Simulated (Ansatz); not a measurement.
`C=C=C(F)CC`, relaxed with RKS PBE0-D4/def2-TZVP in Ansatz 0.2.0 from a PBE-D4/def2-SVP geometry. The force threshold is 0.005 eV/Å; the program also tests the step.

Charge 0, multiplicity 1.

Start:

```xyz
13

C    -0.004    0.467   -2.770
C    -0.061    0.611   -1.462
C    -0.136    0.726   -0.147
F     0.230    1.893    0.459
C    -0.579   -0.323    0.829
C     0.512   -0.690    1.844
H    -0.861    0.717   -3.422
H     0.907    0.096   -3.275
H    -1.474    0.065    1.366
H    -0.913   -1.214    0.261
H     0.858    0.211    2.387
H     0.132   -1.415    2.591
H     1.389   -1.142    1.339
```

How much energy does the relaxation release, and in how many steps? (Estimate.)

Ansatz gave: 0.07 eV, in 13 steps, 2 of them rejected.

Which bonds change most? (Best estimate.)

The calculation gave: C2–C3 from 1.323 to 1.302 Å; C1–H7 from 1.106 to 1.087 Å; C1–H8 from 1.106 to 1.087 Å; C5–H9 from 1.114 to 1.096 Å.

Give the relaxed structure. (Estimate.)

Computed: 
```xyz
13

C     0.006    0.450   -2.729
C    -0.059    0.609   -1.441
C    -0.146    0.730   -0.147
F     0.194    1.902    0.440
C    -0.583   -0.306    0.826
C     0.514   -0.690    1.812
H    -0.838    0.678   -3.374
H     0.911    0.089   -3.212
H    -1.452    0.083    1.369
H    -0.920   -1.179    0.263
H     0.862    0.182    2.369
H     0.142   -1.423    2.531
H     1.370   -1.124    1.292
```
